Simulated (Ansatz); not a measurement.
LA phonon frequency at X of rock-salt SnTe (cubic form, which distorts at low temperature) at several levels of theory

No measured value is used here.

```json
[
 {"level (code)": "LDA (Ansatz)", "value (cm⁻¹)": "[?]", "cell (Å³/atom)": "30.30"},
 {"level (code)": "PBE (Ansatz)", "value (cm⁻¹)": "44", "cell (Å³/atom)": "31.49"},
 {"level (code)": "PBE+SOC (Ansatz)", "value (cm⁻¹)": "[?]", "cell (Å³/atom)": "32.91"},
 {"level (code)": "PBEsol (Ansatz)", "value (cm⁻¹)": "44", "cell (Å³/atom)": "31.08"},
 {"level (code)": "PBEsol+SOC (Ansatz)", "value (cm⁻¹)": "44", "cell (Å³/atom)": "31.09"},
 {"level (code)": "r²SCAN (Ansatz)", "value (cm⁻¹)": "36", "cell (Å³/atom)": "32.33"}
]
```

Task: Some entries are withheld; supply them.

Result: 
- LDA (Ansatz, a program for electronic structure), value (cm⁻¹): 47
- PBE+SOC (Ansatz), value (cm⁻¹): 37

LDA, PBE, PBE+SOC, PBEsol, PBEsol+SOC, r²SCAN: symmetry holds this phase in the static calculation, where it need not be a minimum. PBE: the solid has no gap at this level, which affects its response. Values are at the level's own equilibrium cell; PBE at the measured cell. Cutoffs and k meshes differ between the levels. Ansatz's density-functional and Hartree–Fock values are scalar-relativistic unless marked +SOC, with PAW data made under PBE.
